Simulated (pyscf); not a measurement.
Thermochemistry of product channels of H₃C–CH•–F on the doublet surface, in kcal/mol, from ωB97M-D3(BJ)/def2-TZVP energies (ideal gas, 1 atm, RRHO with modes under 100 cm⁻¹ raised to 100, one conformer, R ln 2 for rigid chiral ones). PySCF, gas phase, ωB97X-D3(BJ)/def2-SVP geometries.

```json
[
 {"products": "H₂C=CH–F + H atom (H•)", "ΔE": "+41.3", "ΔH(298 K)": "+36.4", "ΔG(298 K)": "+30.1", "ΔG(900 K)": "(withheld)"},
 {"products": "•HC=CH–F + hydrogen (H₂)", "ΔE": "(withheld)", "ΔH(298 K)": "+48.8", "ΔG(298 K)": "+40.9", "ΔG(900 K)": "+23.7"}
]
```

What belongs in the gaps?


- H₂C=CH–F + H atom (H•), ΔG(900 K): +16.4
- •HC=CH–F + hydrogen (H₂), ΔE: +55.4

These are energies of the channels, which say nothing of barriers.
